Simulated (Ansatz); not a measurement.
The cluster Li2H3 (the lowest doublet isomer of a short search), 5 atoms. Hardware: 4 threads of Arm Neoverse V1 on a shared host.

Correlated methods freeze no core orbitals; core or outer-core shells of Li are correlated, in sets that lack core-valence functions.

Problem. How many basis functions does each of these Ansatz runs have, and roughly what does it cost? HF/def2-TZVP, charge 0 doublet, energy, from earlier orbitals; PBE-D4/def2-TZVP, charge 1 singlet at the geometry of the charge 0 doublet, energy, from earlier orbitals; r2SCAN-D4/def2-TZVPD, charge 0 doublet, energy, from earlier orbitals; PBE0-D4/def2-TZVP, charge 1 triplet at the geometry of the charge 0 doublet, energy; CCSD(T)/def2-TZVPP, charge 1 singlet at the geometry of the charge 0 doublet, energy, from earlier orbitals; PBE-D4/def2-TZVP, charge 0 doublet, energy, from earlier orbitals; CAM-B3LYP-D4/def2-TZVP, charge 0 quartet, energy, from earlier orbitals; B97M-V/def2-TZVP, charge 0 doublet, energy, from earlier orbitals; PBE-D4/def2-TZVPD, charge 0 doublet, energy, from earlier orbitals; B2PLYP/def2-TZVP, charge 0 doublet, energy, from earlier orbitals; CAM-B3LYP-D4/def2-TZVP, charge 0 doublet, energy, from earlier orbitals; CCSD(T)/def2-TZVPD, charge 0 doublet, energy, from earlier orbitals.

Solution. Other jobs shared the machine, so times can vary by a factor of up to 3. A dash marks memory too small to be measured apart from the calling script's.

| run | functions | fitting or Cholesky vectors | wall time | peak host memory (GiB) |
| --- | --- | --- | --- | --- |
| HF/def2-TZVP, charge 0 doublet, energy, from earlier orbitals | 46 | 430 | 0.1 s | – |
| PBE-D4/def2-TZVP, charge 1 singlet at the geometry of the charge 0 doublet, energy, from earlier orbitals | 46 | 390 | 0.2 s | – |
| PBE0-D4/def2-TZVP, charge 1 triplet at the geometry of the charge 0 doublet, energy | 46 | 390 | 0.35 s | – |
| B2PLYP/def2-TZVP, charge 0 doublet, energy, from earlier orbitals | 46 | 450 | 0.35 s | – |
| PBE-D4/def2-TZVP, charge 0 doublet, energy, from earlier orbitals | 46 | 390 | 0.35 s | – |
| CAM-B3LYP-D4/def2-TZVP, charge 0 quartet, energy, from earlier orbitals | 46 | 390 | 0.4 s | – |
| PBE-D4/def2-TZVPD, charge 0 doublet, energy, from earlier orbitals | 61 | 483 | 0.45 s | – |
| CAM-B3LYP-D4/def2-TZVP, charge 0 doublet, energy, from earlier orbitals | 46 | 390 | 0.45 s | – |
| CCSD(T)/def2-TZVPP, charge 1 singlet at the geometry of the charge 0 doublet, energy, from earlier orbitals | 80 | 508 | 0.55 s | – |
| CCSD(T)/def2-TZVPD, charge 0 doublet, energy, from earlier orbitals | 61 | 606 | 0.8 s | – |
| r2SCAN-D4/def2-TZVPD, charge 0 doublet, energy, from earlier orbitals | 61 | 483 | 1 s | – |
| B97M-V/def2-TZVP, charge 0 doublet, energy, from earlier orbitals | 46 | 390 | 1.4 s | – |
